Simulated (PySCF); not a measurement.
**Vibration and rotation of NaS⁺**

UHF-CCSD(T) constants of NaS⁺, ³Σ⁻ (triplet), unpaired electrons π ↑↑ (basis Na jorge-DZP-DKH, S jorge-DZP-DKH; spin-free X2C with a Gaussian nucleus; PySCF 2.14; masses 22.9898 and 31.9721 u):

| Item | Value |
| --- | --- |
| ωe | 158.7 cm⁻¹ |
| ωexe | 1.99 cm⁻¹ |
| Be | 0.14678 cm⁻¹ |
| αe | 0.00236 cm⁻¹ |
| D (centrifugal) | 5.02e-07 cm⁻¹ |
| De to Na⁺ + S | 0.52 eV |

Give the vibrational terms G(v) and spacings up to v = 6.

G(v) = ωe(v+½) − ωexe(v+½)².

```tsv
v	G(v) (cm⁻¹)	G(v) − G(v−1)	Bv (cm⁻¹)
0	78.9		0.1456
1	233.6	154.7	0.1432
2	384.3	150.7	0.1409
3	531.1	146.8	0.1385
4	673.9	142.8	0.1362
5	812.7	138.8	0.1338
6	947.5	134.8	0.1314
```

How well does the Morse estimate ωe²/(4ωexe) reproduce De, and what is D0?

It gives 0.39 eV, 75 % of the computed De. D0 = De − G(0) = 0.52 − 0.01 = 0.51 eV.

Correlated steps freeze 6 core orbitals. Correlated levels converge slowly with the basis: in double zeta they bind strong bonds too weakly, by up to about 1 eV, and carry superposition errors of some tenths. For an ion De counts to the pair picked by the measured ionisation energies or electron affinities, which need not be the lowest pair at this level. The state is the lowest determinant that a PBE0 search found; another state may lie lower at other levels.
